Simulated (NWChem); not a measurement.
## Correlation energy of Cl (+1)

```
Cl
```
Charge +1, spin multiplicity 3.

Everything below was run with NWChem.

Basis set: cc-pVDZ. Each correlation energy counts from its own Hartree-Fock reference.

```
method           correlation energy (mHa)
---------------  ------------------------
URI-MP2                             -87.4
UMP2                                -87.4
SCS-UMP2                            -86.3
CCSD on UHF                        -106.6
CCSD[T] on UHF                     -107.7
CCSD(T) on UHF                     -107.6
CCSD on ROHF                       -111.0
CCSD[T] on ROHF                    -112.2
CCSD(T) on ROHF                    -112.3
CCSDT on ROHF                      -112.5
```

The values span 26.1 mHa, from CCSDT on ROHF (lowest) to SCS-UMP2 (highest). 

The correlated methods keep 5 core orbitals frozen. No SCF solution was tested for a lower state. Open-shell Hartree-Fock references start from PBE0 orbitals. Coupled-cluster values serve here as a point of comparison, not as the truth.
